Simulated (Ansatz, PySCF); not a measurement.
This Ansatz (a first-principles code) input computes a SVWN5/def2-TZVPD energy:

Ansatz 0.2 input:
```yaml
crystal:
  periodic: [false, false, false]
  atoms:
    - {symbol: Al, position_ang: [0.08830293, 0.05630075, 0.00075444]}
    - {symbol: F, position_ang: [-1.33568991, -0.85161768, -0.01141179]}
    - {symbol: F, position_ang: [-0.12697174, 1.54065567, -0.66130369]}
    - {symbol: F, position_ang: [1.33511297, -0.77036129, 0.67162574]}
basis:
  gaussian:
    orbitals: def2-TZVPD
hamiltonian:
  xc: {name: SVWN5}
total_charge: 1
magnetization: {spin_polarized: true, initial_magnetization: 1}
output: {forces: true}
```

Q: Write an input for the same energy in PySCF and say what it gives.

A: 
```python
from pyscf import gto, scf, dft

mol = gto.M(
    atom='''
    Al    0.08830293    0.05630075    0.00075444
    F    -1.33568991   -0.85161768   -0.01141179
    F    -0.12697174    1.54065567   -0.66130369
    F     1.33511297   -0.77036129    0.67162574
    ''',
    basis='def2-tzvpd',
    charge=1,
    spin=1,
    verbose=4,
)

mf = dft.UKS(mol, xc='svwn').density_fit(auxbasis='def2-universal-jkfit')
mf.grids.level = 3
mf.conv_tol = 1e-9
mf.max_cycle = 100
mf.max_memory = 1500
mf.kernel()
if not mf.converged:
    mf = mf.newton()
    mf.kernel(mf.make_rdm1())
for _ in range(2):
    mo, _, stable, _ = mf.stability(return_status=True)
    if stable:
        break
    mf.kernel(mf.make_rdm1(mo, mf.mo_occ))
mf.analyze()
```
It gives -538.89005 Eh, and Ansatz -538.89002 Eh, a difference of 0.03 mEh, from the treatment of integrals and grids.
